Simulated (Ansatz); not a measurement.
A trace of molecular dynamics of CH₅AlCl (8 atoms, charge 0, multiplicity 2).

Method: UKS PBE0-D4/6-31G* (Ansatz 0.2.0).

```json
{
 "ensemble": "NVE (velocity Verlet)",
 "starting velocities drawn for": "100 K",
 "seed": "10024"
}
```

| time (fs) | T (K) | potential energy less start (eV) | conserved less start (meV/atom) |
| --- | --- | --- | --- |
| 0 | 100 | 0.000 | 0.00 |
| 4 | 60 | 0.032 | 0.05 |
| 8 | 27 | 0.058 | 0.11 |
| 12 | 36 | 0.050 | 0.10 |
| 16 | 46 | 0.042 | 0.04 |
| 20 | 67 | 0.025 | 0.01 |
| 24 | 70 | 0.024 | 0.04 |
| 28 | 31 | 0.054 | 0.12 |
| 32 | 47 | 0.042 | 0.11 |
| 36 | 89 | 0.009 | 0.04 |
| 40 | 85 | 0.012 | 0.01 |
| 44 | 86 | 0.011 | 0.05 |
| 48 | 74 | 0.021 | 0.11 |
| 52 | 68 | 0.026 | 0.11 |
| 56 | 120 | -0.015 | 0.04 |
| 60 | 148 | -0.037 | 0.01 |
| 64 | 129 | -0.022 | 0.05 |
| 68 | 126 | -0.019 | 0.11 |
| 72 | 137 | -0.027 | 0.11 |
| 76 | 155 | -0.042 | 0.05 |
| 80 | 197 | -0.075 | 0.00 |
| 84 | 189 | -0.069 | 0.04 |
| 88 | 158 | -0.044 | 0.11 |
| 92 | 180 | -0.061 | 0.11 |
| 96 | 205 | -0.081 | 0.05 |
| 100 | 217 | -0.091 | 0.01 |

Task: Is this trajectory sound?

Result: The conserved energy stayed within 0.13 meV per atom of its start (net change 0.011 meV per atom), so the integration is sound. The kinetic energy rose, since the run started high on the potential surface and went downhill. It ends in pieces (AlClH2 + CH3), so much of that is their flight and rotation, not heat. A run of 0.1 ps of so small a system gives no equilibrium averages. The time step was 0.5 fs.

The run took 13 min on 1 thread of Arm Neoverse V1, with other jobs on the host, peak memory 0.16 GiB.
